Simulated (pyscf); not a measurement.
F–Cl (SMILES FCl) + Cl–BH–Cl (SMILES ClBCl) → Cl–B(Cl)–Cl (SMILES ClB(Cl)Cl) + HF (SMILES F), a four-centre exchange (singlet surface; Cl–F, B–H broken, B–Cl, F–H formed). Optimised with ωB97X-D3(BJ)/def2-SVP in PySCF. Correlated levels are frozen-core, on RHF or UHF. ΔMP2 is the change of the MP2 total energy from the triple- to the quadruple-zeta basis. Energies in eV from the separated reactants.

AM1 to PM7: differences of heats of formation from MOPAC, which are fitted to 298 K values and so differ in kind from electronic energies by zero-point and thermal terms. 

Task: Quick PM7 single points give ΔE‡ = 2.11 eV and ΔE = -3.53 eV. What does CCSD(T)/def2-TZVPP + ΔMP2(QZVPP) give, and how far is the quick result from it?

Result: CCSD(T)/def2-TZVPP + ΔMP2(QZVPP) gives ΔE‡ = 1.94 eV and ΔE = -3.89 eV. PM7 lies 0.16 eV over it in the barrier and 0.36 eV over it in the reaction energy, so on this step it does not hold to within 0.13 eV. CCSD(T)/def2-TZVPP + ΔMP2(QZVPP) has limits of its own. One saddle was located; it need not be the lowest between these sides. One closed-shell reference is unstable to symmetry breaking; treat the single-reference values with care. The CCSD(T) − MP2 part came from Ansatz, without density fitting, on the same reference.
